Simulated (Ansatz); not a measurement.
`FC(F)=CCl` + CH₃OH → `OC/C(F)=C/Cl` + H–F  (formal exchange of groups at a C–F bond)

Computed with Ansatz on PBE0-D4/def2-TZVP structures; ΔE is electronic, products minus reactants. CCSD(T)/CBS is the MP2 limit (def2-TZVPP, def2-QZVPP) plus CCSD(T) − MP2 in def2-TZVPP, frozen cores. This one scheme is used for every species. Functionals use def2-TZVPP. B3LYP here is the variant with VWN-RPA as its local correlation; programs differ in this. Each species was taken in one conformer, which may not be the lowest.

CCSD(T)/CBS gives -15.8 kcal/mol.

Problem. Another level gave -12.0 kcal/mol. Which?
A. MP2/def2-TZVPP
B. CCSD/def2-TZVPP
C. B3LYP-D4/def2-TZVPP
D. HF/def2-TZVPP

Solution. C. B3LYP-D4 -12.0, HF/def2-TZVPP -9.5, CCSD/def2-TZVPP -13.9, MP2/def2-TZVPP -16.5 kcal/mol.

Largest T1 diagnostic among the species: 0.012.

In def2-TZVPP, CCSD(T) changes the Hartree–Fock value by −5.0 kcal/mol (the triples alone add −0.5 kcal/mol) and MP2 by −7.0 kcal/mol. From PBE to PBE0 (25 % exact exchange), in def2-TZVPP and without D4, ΔE moves by −0.8 kcal/mol. The D4 term adds −1.8 kcal/mol with B3LYP and −1.0 kcal/mol with PBE0; it sums over pairs of atoms, weighted by their polarisabilities, and B3LYP, whose exchange is more repulsive, gets the larger term.
